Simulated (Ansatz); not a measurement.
Input file:

```yaml
crystal:
  periodic: [false, false, false]
  atoms:
    - {symbol: Al, position_ang: [0.000000, 0.000000, 0.455877]}
    - {symbol: C, position_ang: [0.000000, 0.000000, -1.207205]}
    - {symbol: H, position_ang: [0.000000, 1.208734, 1.090895]}
    - {symbol: H, position_ang: [0.000000, -1.208734, 1.090895]}
basis:
  gaussian: {orbitals: def2-mTZVP}
magnetization: {spin_polarized: false, initial_magnetization: 3}
correlation: {active_space: {window: {electrons: 7, orbitals: 5}}}
```

```sh
$ ansatz run in.yaml --threads 1 --pin off --events-out ev --progress --plain --max-ram 2393MiB
```

**Question.** Roughly how long does this take on 1 thread of Intel Xeon, shared host, and how much host memory?

**Answer.** 4.1 s wall and 0.09 GiB.

```
439 factors; integrals over basis functions are off by at most 9.4e-4 eV
mean field evaluation 1: about -7637.7949 eV, gradient 1.2e1 eV
mean field evaluation 2: about -7637.8753 eV, gradient 1.2e1 eV
mean field evaluation 4: about -7639.6126 eV, gradient 1.8e0 eV
mean field evaluation 8: about -7639.6608 eV, gradient 3.9e-1 eV
mean field -7639.66433884 eV, -280.7524861017 hartree, gradient 5.9e-6 eV, S^2 3.750000; 0 other end points of the search recorded, 0 dependent functions left out
reference -7639.66433884 eV, -280.7524861017 hartree; 12, 9 occupied and 35, 38 virtual orbitals, 439 factors
state -7639.66453492 eV, -280.7524933079 hartree
Total energy: -7639.66453492 eV, -280.7524933079 hartree
```

Natural occupations: 2.0000 2.0000 1.0000 1.0000 1.0000.
